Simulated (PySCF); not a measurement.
# Functional dependence of a UV spectrum

Compound: propane, C3H8.
InChI=1S/C3H8/c1-3-2/h3H2,1-2H3

Linear-response calculations in the def2-SVPD basis (PySCF; singlets by full response, triplets Tamm–Dancoff, core orbitals frozen in the response; HF means time-dependent Hartree–Fock). 'Strongest' is the level of largest summed f among the singlets computed (10 roots, of which the last may lack a degenerate partner); it can jump between rows when another state enters that window. S1 is the lowest singlet of each run and needn't be the same state throughout; f(S1) is that of one state. Geometry: PBE0-D3(BJ)/def2-SVP; no solvent, vibrations or thermal averaging.

```csv
functional,kind,S1 (eV),f(S1),strongest (eV),T1 (eV),HOMO (eV),gap (eV),"ionisation energy, ΔSCF (eV)"
PBE0,"global hybrid, 25% exact exchange",8.65,0.003,9.69,8.38,-9.08,9.94,11.44
CAM-B3LYP,range-separated hybrid,8.80,0.002,9.87,8.53,-10.54,12.02,11.66
wB97X-D,range-separated hybrid,9.06,0.003,10.77,8.92,-11.01,13.53,11.59
LC-wPBE,range-separated hybrid,9.42,0.001,10.49,9.03,-11.89,14.48,11.85
```

Task: What does BHandHLYP (global hybrid, 50% exact exchange) give?

Result: S1 (eV) 9.16, f(S1) 0.002, strongest (eV) 10.87, T1 (eV) 8.84, HOMO (eV) -10.49, gap (eV) 11.80, ionisation energy, ΔSCF (eV) 11.79. S1 runs from 8.65 eV (PBE0) to 9.42 eV (LC-wPBE), a spread of 0.78 eV, while the orbital gap spreads over 4.5 eV. −ε(HOMO) comes closest to its own ΔSCF ionisation energy with LC-wPBE (+0.05 eV) and misses most with PBE0 (-2.36 eV).
